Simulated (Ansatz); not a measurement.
**C2HClF2O: basis-set convergence**

One table from this session's results is given with a row withheld; the runs are named, their logs left out.

The runs use Ansatz 0.2.0, Gaussian basis; one geometry, several basis sets.

Plan: PBE0-D4/def2-SVP; ωB97M-V/def2-SVP; PBE0-D4/def2-QZVPP; ωB97M-V/def2-QZVPP; the functionals' def2-TZVPP values are taken from earlier runs.

### Structure used throughout

All runs share one geometry, relaxed beforehand with PBE0-D4 in a triple-zeta def2 set.

SMILES `O=CC(F)(F)Cl`, 7 atoms, charge 0, spin multiplicity 1.

Atoms are counted from 1 here; the program's logs count them from 0.

Bond lengths: O1–C2 1.189 Å, C2–C3 1.535 Å, C2–H7 1.106 Å, C3–F4 1.322 Å, C3–F5 1.340 Å, C3–Cl6 1.771 Å. Angles: O1–C2–C3 122.6°, O1–C2–H7 124.4°, C3–C2–H7 113.0°, C2–C3–F4 112.2°, C2–C3–F5 109.3°, C2–C3–Cl6 107.3°, F4–C3–F5 108.7°, F4–C3–Cl6 110.2°, F5–C3–Cl6 109.1°.

Set-up of the first run:

File in.yaml:

```yaml
crystal:
  periodic: [false, false, false]
  atoms:
    - {symbol: O, position_ang: [0.255196, -1.825952, 0.434386]}
    - {symbol: C, position_ang: [0.588309, -0.700454, 0.245779]}
    - {symbol: C, position_ang: [-0.382708, 0.374517, -0.262399]}
    - {symbol: F, position_ang: [-1.531244, -0.140799, -0.665176]}
    - {symbol: F, position_ang: [0.177532, 1.027794, -1.289023]}
    - {symbol: Cl, position_ang: [-0.655258, 1.509619, 1.069166]}
    - {symbol: H, position_ang: [1.609473, -0.312725, 0.421567]}
basis:
  gaussian: {orbitals: def2-SVP}
hamiltonian: {xc: pbe0, dispersion: d4}
output: {orbitals: {seedname: orbitals}}
```

Command:

```
> ansatz run in.yaml --threads 4 --pin off --events-out ev --progress --plain --max-ram 10444MiB
```

Steps of the session up to this table: PBE0-D4 in def2-SVP; ωB97M-V in def2-SVP; PBE0-D4 in def2-QZVPP; ωB97M-V in def2-QZVPP.

One table of the session follows, with a row left open; its other results are not shown here.

It belongs to the step «Functionals by basis». 

```
functional       basis  HOMO (eV)  LUMO (eV)
   PBE0-D4    def2-SVP      -8.46      -1.87
   PBE0-D4  def2-TZVPP      -8.60      -2.07
   PBE0-D4  def2-QZVPP          ?          ?
   ωB97M-V    def2-SVP     -10.81       0.59
   ωB97M-V  def2-TZVPP     -10.99       0.30
   ωB97M-V  def2-QZVPP     -11.04       0.20
```

**Question.** Estimate the row for PBE0-D4, def2-QZVPP.

As computed: HOMO (eV): -8.65; LUMO (eV): -2.14. In the column «HOMO (eV)» it lies between ωB97M-V, def2-SVP (-10.81) and PBE0-D4, def2-TZVPP (-8.60).
